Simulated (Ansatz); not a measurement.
# Be2H2 (singlet): wave-function methods side by side, cc-pVTZ

The task here is to estimate one member of a computed series from the others.

Program: Ansatz 0.2.0, Gaussian basis. Level of theory: cc-pVTZ, core rule «outside noble gas», up to 2 orbitals frozen. These are calculated values, not measurements.

Plan: UHF; CCSD(T) on RHF; BCCD(T) on RHF; CCSDT(Q) on RHF; CASSCF and NEVPT2, 6 electrons in 10 orbitals.

16 further runs of the same task are left out: 3 for a known fault of the program, 3 that didn't finish, 10 set aside as unsound or not needed. Runs told in other sessions of the task aren't counted.

### The geometry

The geometry is a PBE0/def2-TZVP stationary point (not a proven minimum).

4 atoms, charge 0, spin multiplicity 1.

Atoms are counted from 1 here; the program's logs count them from 0.

Bond lengths: Be1–H3 1.348 Å, Be2–H4 1.348 Å.

The first run:

in.yaml

```yaml
crystal:
  periodic: [false, false, false]
  atoms:
    - {symbol: Be, position_ang: [0.000000, 0.000000, 1.052730]}
    - {symbol: Be, position_ang: [0.000000, 0.000000, -1.052730]}
    - {symbol: H, position_ang: [0.000000, 0.000000, 2.400248]}
    - {symbol: H, position_ang: [0.000000, 0.000000, -2.400248]}
basis:
  gaussian: {orbitals: cc-pVTZ}
magnetization: {spin_polarized: true, initial_magnetization: 0}
hamiltonian: {xc: hf}
output: {orbitals: {seedname: orbitals}}
```

The run is started by

```
ansatz run in.yaml --threads 1 --pin off --events-out ev --progress --plain --max-ram 2393MiB
```

Among the steps run: UHF; CCSD(T) on RHF; BCCD(T) on RHF; CCSDT(Q) on RHF; CASSCF and NEVPT2, 6 electrons in 10 orbitals.

One table of the session follows, with a row left open; its other results are not shown here.

| method | from RCCSDT(Q) (meV) |
| --- | --- |
| RHF | +3320.5 |
| RMP2 | ? |
| RCCSD | +65.2 |
| RCCSD(T) | +14.7 |
| BCCD(T) | +14.5 |
| RCCSDT | +1.6 |
| RCCSDT(Q) | 0 |
| CASSCF valence | +1559.4 |
| NEVPT2 valence | +419.6 |

Estimate the missing values for RMP2.

The run gave: from RCCSDT(Q) (meV): +767.9. In the column «from RCCSDT(Q) (meV)» it lies between NEVPT2 valence (+419.6) and CASSCF valence (+1559.4).
